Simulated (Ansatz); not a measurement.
A nudged elastic band was laid between two geometries of C₄H₇FO (13 atoms, charge 0, multiplicity 1).

Theory: RKS PBE/6-31G (Ansatz 0.2.0).

```yaml
movable_images: 5
climbing_image: yes
spring: 5.0 eV/Å²
optimiser: quadratic models (default)
start_path: through a guess of the saddle point
force_threshold: 0.03 eV/Å
iteration_limit: 60
end_points: relaxed
```

Image 0:

```xyz
13
Properties=species:S:1:pos:R:3
C 0.347 -1.916 0.171
C 0.792 -0.454 0.398
C 0.123 0.513 -0.544
C -0.653 1.535 -0.162
O -1.279 2.438 -0.997
F -0.917 1.818 1.195
H 0.555 -2.238 -0.865
H -0.737 -2.027 0.345
H 0.880 -2.601 0.853
H 0.585 -0.159 1.442
H 1.892 -0.393 0.270
H 0.256 0.380 -1.622
H -1.823 3.070 -0.469
```

Image 6:

```xyz
13
Properties=species:S:1:pos:R:3
C 0.650 -2.166 -0.117
C 0.473 -0.743 0.329
C -0.330 0.162 -0.265
C -0.491 1.554 0.230
O -0.392 2.445 -0.870
F -1.826 1.707 0.832
H 0.042 -2.391 -1.009
H 0.360 -2.873 0.684
H 1.708 -2.381 -0.358
H 0.209 1.804 1.051
H 1.053 -0.437 1.213
H -0.929 -0.091 -1.147
H -0.507 3.376 -0.558
```

(1) What changes between the two ends?

(2) What energy profile does the band end with?

(3) What is the geometry of the highest image?

## Answers

(1) Bonds broken: C2–H10. Bonds formed: C4–H10.

(2) The forces met the threshold. The highest image is number 2 of 0 to 6, 80.9 kcal/mol above the first end and 81.1 kcal/mol above the last; the last end lies 0.2 kcal/mol below the first. Neighbouring images differ by up to 3.1 eV, so the band resolves the path poorly. A vibrational analysis at the climbing image gives one clearly imaginary mode, 1666i cm⁻¹, and a faint second one (20i cm⁻¹) that may be numerical noise or a soft torsion: probably a first-order saddle point. The orbitals stay closed-shell, which can raise the energy where a bond breaks towards radicals; this wasn't checked here. Limits of this set-up: no polarisation functions.

```tsv
image	path coordinate (Å)	energy (kcal/mol)	C2–H10 (Å)	C4–H10 (Å)
0	0.00	0.0	1.10	2.64
1	1.17	9.8	1.11	2.36
2	2.35	80.9	1.50	1.48
3	3.23	24.7	2.19	1.12
4	4.12	6.0	2.52	1.11
5	5.00	0.8	2.65	1.11
6	5.88	-0.2	2.66	1.11
```

(3) 
```xyz
13
Properties=species:S:1:pos:R:3
C 0.479 -2.002 0.226
C 0.631 -0.501 0.147
C -0.105 0.310 -0.796
C -0.483 1.422 -0.015
O -0.516 2.709 -0.549
F -1.625 1.325 0.909
H 0.559 -2.443 -0.789
H -0.519 -2.276 0.608
H 1.241 -2.473 0.866
H 0.301 0.687 1.005
H 1.635 -0.137 0.423
H -0.305 0.120 -1.854
H -1.272 3.225 -0.168
```

Run time: 6 min on 1 thread of Arm Neoverse V1 (shared host), peak memory 0.25 GiB.
